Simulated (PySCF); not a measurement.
**SO2F2 at several levels of theory**

All levels use the PBE0 minimum (singlet; S–F 1.576 Å (×2), S–O 1.424 Å (×2); F–S–F 94.8°, F–S–O 107.9° (×4), O–S–O 125.8°), basis [S def2-SVP, O def2-SVP, F def2-SVP], no relativity, density fitting, no spin–orbit coupling, PySCF. For vertical energies the ionised species is a doublet (spins chosen at PBE0 and kept). Atomisation goes to high-spin ground-configuration atoms, without zero-point energy. Open shells are unrestricted, also as the reference of the correlated levels. A dash marks a value that was not computed or is not defined at that level.

```csv
level,atomisation (kJ/mol),vertical IP (eV),−ε(HOMO) (eV),gap (eV),dipole (D)
PBE0,1521,13.35,10.56,10.29,0.78
HF,597,13.02,15.27,20.01,0.86
MP2,–,13.94,–,–,–
PBE,1698,12.76,8.60,7.17,0.78
B3LYP,1494,13.24,10.15,9.57,0.78
r2SCAN,–,13.12,9.21,7.96,0.78
TPSSh,1492,13.04,9.54,8.70,0.76
PBEsol,–,12.81,8.63,7.17,0.78
r2SCAN0,–,13.52,10.96,10.81,0.79
```

Spin contamination in at least one species weakens the values at: HF, MP2.
